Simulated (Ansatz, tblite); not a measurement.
# The cluster MoS2−: one state, many levels

An exercise on one series of results from a longer session: the logs are not shown, and one member is left open.

Method: as each input shows; program: Ansatz 0.2.0, Gaussian basis.

Plan: GFN1-xTB, GFN2-xTB, PBE-D4/def2-TZVPD, r2SCAN-D4/def2-TZVPD, CAM-B3LYP-D4/def2-TZVPD, LDA/def2-TZVPD, B97M-V/def2-TZVPD, HSE06-D4/def2-TZVPD, revPBE-D4/def2-TZVPD, PBE-D4/def2-SVPD, PBE0-D4/def2-SVPD, CCSD(T)/def2-TZVPPD, MP2/def2-TZVPD, RPA/def2-TZVPD.

4 further runs of the same task are left out: 1 that didn't finish, 3 set aside as unsound or not needed.

### The relaxed structure

The doublet was relaxed beforehand with PBE0-D4/def2-TZVPD. At that level it is the lowest of the isomers that a small search found.

3 atoms, charge -1, spin multiplicity 2.

Bond lengths: Mo1–S2 2.157 Å, Mo1–S3 2.157 Å. Angles: S2–Mo1–S3 131.4°.

Mo takes a core potential in the def2 sets. No spin-orbit coupling is included. The ion is computed in the gas phase, without counter-ions or solvent.

PBE0-D4/def2-TZVPD was run before; its log isn't repeated, and its numbers join the tables.

Set-up of the first run:

Tight binding, by tblite at 300 K electronic temperature and without a spin-polarisation term:

```python
tblite.interface.Calculator('GFN1-xTB', numbers, positions, charge=-1, uhf=1).singlepoint()
```

Tight binding, by tblite at 300 K electronic temperature and without a spin-polarisation term:

```python
tblite.interface.Calculator('GFN2-xTB', numbers, positions, charge=-1, uhf=1).singlepoint()
```

start.molden holds the orbitals of an earlier run on this state, given as this run's starting guess.

Input file in.yaml:

```yaml
crystal:
  periodic: [false, false, false]
  atoms:
    - {symbol: Mo, position_ang: [0.462569, 0.188733, 0.316948]}
    - {symbol: S, position_ang: [-0.123809, -1.845720, 0.727549]}
    - {symbol: S, position_ang: [-0.338759, 1.656987, -1.044497]}
basis:
  gaussian: {orbitals: def2-TZVPD, initial_orbitals: start.molden}
total_charge: -1
magnetization: {spin_polarized: true, initial_magnetization: 1}
hamiltonian: {xc: pbe, dispersion: d4}
scf: {omitted_lower_state_checks: [starts]}
output: {orbitals: {seedname: orbitals}}
```

Command:

```console
$ ansatz run in.yaml --threads 4 --pin off --events-out ev --progress --plain --max-ram 3916MiB
```

Among the steps run: PBE-D4/def2-TZVPD; r2SCAN-D4/def2-TZVPD; CAM-B3LYP-D4/def2-TZVPD; LDA/def2-TZVPD; B97M-V/def2-TZVPD; HSE06-D4/def2-TZVPD; revPBE-D4/def2-TZVPD; PBE-D4/def2-SVPD; PBE0-D4/def2-SVPD; CCSD(T)/def2-TZVPPD; MP2/def2-TZVPD; RPA/def2-TZVPD.

One table of the session follows, with a row left open; its other results are not shown here.

It belongs to the step «Levels side by side». 

```
                  level  HOMO (eV)  LUMO (eV)  gap (eV)
         LDA/def2-TZVPD      -0.18       0.26      0.44
       PBE-D4/def2-SVPD      -0.10       0.70      0.80
      PBE-D4/def2-TZVPD      -0.07       0.74      0.81
   revPBE-D4/def2-TZVPD          ?          ?         ?
   r2SCAN-D4/def2-TZVPD      -0.40       1.06      1.46
      B97M-V/def2-TZVPD      -0.15       0.68      0.83
      PBE0-D4/def2-SVPD      -1.15       1.86      3.00
     PBE0-D4/def2-TZVPD      -1.10       1.91      3.01
    HSE06-D4/def2-TZVPD      -0.71       1.52      2.23
CAM-B3LYP-D4/def2-TZVPD      -2.31       2.68      4.99
```

Q: Estimate the row for revPBE-D4/def2-TZVPD from the others.

**Answer.** HOMO (eV): -0.02; LUMO (eV): 0.89; gap (eV): 0.90. In the column «HOMO (eV)» it is the highest.

To keep in mind: Doubts: state flagged by the program, spin contamination. Notes on CCSD(T)/def2-TZVPPD: spin contamination, state flagged by the program.
